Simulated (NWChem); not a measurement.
# BHCl2 (SMILES [H]B(Cl)Cl) at 6 levels

Wanted: a comparison of 6 runs (HF/STO-3G, HF/3-21G, HF/def2-SVP, BLYP/3-21G, PBE0/def2-SVP, PBE0/def2-TZVP) of BHCl2. 

The results are computed with NWChem 7.3.0.

## 1. The system as given

BHCl2: 4 atoms, total charge 0, spin state singlet. SMILES: `[H]B(Cl)Cl`. The shape is that of a GFN2-xTB optimisation.

Bond lengths: B1–Cl2 1.701 Å, B1–Cl3 1.702 Å, B1–H4 1.173 Å. Angles: Cl2–B1–Cl3 120.2°, Cl2–B1–H4 119.9°, Cl3–B1–H4 119.9°.

## 2. Energy and gradient at HF/STO-3G (run 1)

Input file struct.nw:

```
start struct
memory stack 880 mb heap 220 mb global 1100 mb

geometry noautosym nocenter noautoz
  B     -0.067270    -0.112350     0.001160
  Cl     1.633390    -0.145760     0.012580
  Cl    -0.893540     1.375320    -0.017490
  H     -0.672580    -1.117210     0.003750
end

basis spherical bse
  * library STO-3G
end

scf
  thresh 1e-08
  maxiter 80
  noprint "final vectors analysis"
end

task scf gradient
```

Started as:

```sh
nwchem struct.nw > struct.out
```

The program printed:

```text
[...]
  functions       =    24
[...]
  wavefunction    = RHF
[...]
         Total SCF energy =   -934.177968652228
      One-electron energy =  -1519.064433994526
      Two-electron energy =    470.718603873506
 Nuclear repulsion energy =    114.167861468793
        Time for solution =      0.4s
[...]
                         RHF ENERGY GRADIENTS
    atom               coordinates                        gradient
                 x          y          z           x          y          z
   1 B      -0.127122  -0.212311   0.002192    0.025775   0.041791   0.000028
   2 Cl      3.086660  -0.275446   0.023773   -0.048580   0.004802  -0.000423
   3 Cl     -1.688546   2.598978  -0.033051    0.026697  -0.040186   0.000470
   4 H      -1.270992  -2.111221   0.007086   -0.003892  -0.006407  -0.000074
[...]
```

Wall time 1.1 s (1 thread of Intel Xeon 6975P-C (Granite Rapids), shared host); peak memory 0.097 GiB.

## 3. Energy and forces at HF/3-21G (run 2)

Input file mymol.nw:

```
START mymol
TITLE "BCl2H gradient"
memory 2200 mb

GEOMETRY units angstroms noautosym nocenter noautoz
   B     -0.067270    -0.112350     0.001160
   Cl     1.633390    -0.145760     0.012580
   Cl    -0.893540     1.375320    -0.017490
   H     -0.672580    -1.117210     0.003750
END

BASIS spherical bse
   B library 3-21G
   Cl library 3-21G
   H library 3-21G
END

SCF
   thresh 1e-08
   maxiter 80
   noprint "final vectors analysis"
END

TASK scf gradient
```

Started as:

```sh
nwchem mymol.nw > mymol.out
```

The program printed:

```text
[...]
  functions       =    37
[...]
  wavefunction    = RHF
[...]
         Total SCF energy =   -939.769872543581
      One-electron energy =  -1525.521320668828
      Two-electron energy =    471.583586656454
 Nuclear repulsion energy =    114.167861468793
        Time for solution =      0.5s
[...]
                         RHF ENERGY GRADIENTS
    atom               coordinates                        gradient
                 x          y          z           x          y          z
   1 B      -0.127122  -0.212311   0.002192    0.019544   0.031733   0.000050
   2 Cl      3.086660  -0.275446   0.023773   -0.044684   0.005825  -0.000403
   3 Cl     -1.688546   2.598978  -0.033051    0.025858  -0.036404   0.000435
   4 H      -1.270992  -2.111221   0.007086   -0.000718  -0.001154  -0.000082
[...]
```

It took 1.2 s on 1 thread of Intel Xeon 6975P-C (Granite Rapids), shared host; peak memory 0.099 GiB.

## 4. Energy and forces at HF/def2-SVP (run 3)

Input file mol.nw:

```
start mol
memory 2200 mb
geometry units angstroms noautosym nocenter noautoz
B    -0.067270   -0.112350    0.001160
Cl    1.633390   -0.145760    0.012580
Cl   -0.893540    1.375320   -0.017490
H    -0.672580   -1.117210    0.003750
end
basis spherical bse
* library def2-SVP
end
scf
thresh 1e-08
maxiter 80
print medium
end
task scf gradient
```

Started as:

```sh
nwchem mol.nw > mol.out
```

The program printed:

```text
[...]
  functions       =    55
[...]
  wavefunction    = RHF
[...]
         Total SCF energy =   -944.032623346696
      One-electron energy =  -1530.774696632658
      Two-electron energy =    472.574211817169
 Nuclear repulsion energy =    114.167861468793
        Time for solution =      1.8s
[...]
                         RHF ENERGY GRADIENTS
    atom               coordinates                        gradient
                 x          y          z           x          y          z
   1 B      -0.127122  -0.212311   0.002192    0.009358   0.014790   0.000117
   2 Cl      3.086660  -0.275446   0.023773   -0.029991   0.002804  -0.000280
   3 Cl     -1.688546   2.598978  -0.033051    0.016303  -0.024826   0.000268
   4 H      -1.270992  -2.111221   0.007086    0.004330   0.007232  -0.000105
[...]
```

It took 3 s on 1 thread of Intel Xeon 6975P-C (Granite Rapids), shared host; peak memory 0.099 GiB.

Runs 4 to 5 aren't shown in full; the table further down has their settings and results.

## 5. Energy and forces at PBE0/def2-TZVP (run 6)

Input file calc.nw:

```
start calc
title "BCl2H"
memory total 2200 mb

geometry units angstrom noautosym nocenter noautoz
   B     -0.067270    -0.112350     0.001160
   Cl     1.633390    -0.145760     0.012580
   Cl    -0.893540     1.375320    -0.017490
   H     -0.672580    -1.117210     0.003750
end

basis spherical bse
   * library def2-TZVP
end

dft
   xc pbe0
   grid fine
   convergence energy 1e-08
   iterations 100
   mulliken
   print medium
end

task dft gradient
```

Started as:

```sh
nwchem calc.nw > calc.out
```

The program printed:

```text
[...]
          Wavefunction type:  closed shell.
          No. of atoms     :     4
          No. of electrons :    40
[...]
          Charge           :     0
          Spin multiplicity:     1
[...]
          AO basis - number of functions:   111
[...]
              XC Information
              --------------
                         PBE0 Method XC Functional
                     Hartree-Fock (Exact) Exchange  0.250
          PerdewBurkeErnzerhof Exchange Functional  0.750
            Perdew 1991 LDA Correlation Functional  1.000 local
           PerdewBurkeErnz. Correlation Functional  1.000 non-local
[...]
 d= 0,ls=0.0,diis     1   -945.5672869382 -1.06D+03  5.20D-03  9.07D-01     1.9
[...]
 d= 0,ls=0.0,diis     8   -945.6178921137 -1.10D-09  6.74D-07  2.00D-08    12.1
         Total DFT energy =     -945.617892113718
      One electron energy =    -1531.658444738959
           Coulomb energy =      532.536050133454
    Exchange-Corr. energy =      -60.663358977006
 Nuclear repulsion energy =      114.167861468793
[...]
      Total Density - Mulliken Population Analysis
     ---------------------------------------------
    Atom       Charge   Shell Charges
 -----------   ------   -------------------------------------------------------
    1 B    5     4.87   0.91  1.06  0.54  0.41  0.02  0.96  0.68  0.08  0.06  0.13  0.02
    2 Cl  17    17.08   2.01  0.43  1.52  1.13  0.80  4.19  1.67  1.13  2.85  1.30  0.01  0.03  0.00
    3 Cl  17    17.08   2.01  0.43  1.52  1.13  0.80  4.19  1.67  1.13  2.85  1.30  0.01  0.03  0.00
    4 H    1     0.97   0.26  0.51  0.19  0.01
[...]
  wavefunction    = closed shell
                         DFT ENERGY GRADIENTS
    atom               coordinates                        gradient
                 x          y          z           x          y          z
   1 B      -0.127122  -0.212311   0.002192    0.004832   0.007369   0.000123
   2 Cl      3.086660  -0.275446   0.023773   -0.019360   0.002070  -0.000195
   3 Cl     -1.688546   2.598978  -0.033051    0.010705  -0.015820   0.000161
   4 H      -1.270992  -2.111221   0.007086    0.003824   0.006381  -0.000089
[...]
```

Run time: 19 s. Hardware: 1 thread of Intel Xeon 6975P-C (Granite Rapids), shared host; peak memory 0.13 GiB.

## 6. The series

| run | level | iteration cap | module | energy (Eh) | dipole moment (D) | largest force (eV/Å) | wall time |
| --- | --- | --- | --- | --- | --- | --- | --- |
| 1 | HF/STO-3G | 80 | scf | -934.177969 | 1.20 | 2.525 | 1.1 s |
| 2 | HF/3-21G | 80 | scf | -939.769873 | 1.22 | 2.317 | 1.2 s |
| 3 | HF/def2-SVP | 80 | scf | -944.032623 | 0.59 | 1.549 | 3 s |
| 4 | BLYP/3-21G | 100 | dft | -941.291595 | – | 2.522 | 4.8 s |
| 5 | PBE0/def2-SVP | 100 | dft | -945.276070 | 0.29 | 1.180 | 6.6 s |
| 6 | PBE0/def2-TZVP | 100 | dft | -945.617892 | 0.37 | 1.001 | 19 s |

## 7. Results

| quantity | value |
| --- | --- |
| run 6: total energy | -945.61789 Eh |
| run 6: dipole moment | 0.37 D |
| run 6: HOMO energy | -9.22 eV |
| run 6: LUMO energy | -1.60 eV |
| run 6: HOMO–LUMO gap | 7.63 eV |
| run 6: largest force on an atom | 1.001 eV/Å |

**Reading.** Over runs 1, 2, 3, 5, 6 the dipole moment (its size) runs from 0.29 D (PBE0/def2-SVP) to 1.22 D (HF/3-21G). The two ends differ in method and basis. Over runs 3, 5, 6 the HOMO–LUMO gap runs from 7.63 eV (PBE0/def2-TZVP) to 14.96 eV (HF/def2-SVP). Totals of different functionals can't be ranked against each other. In run 1 the basis is minimal, so the values are rough. All runs together took 35 s, the longest 19 s.
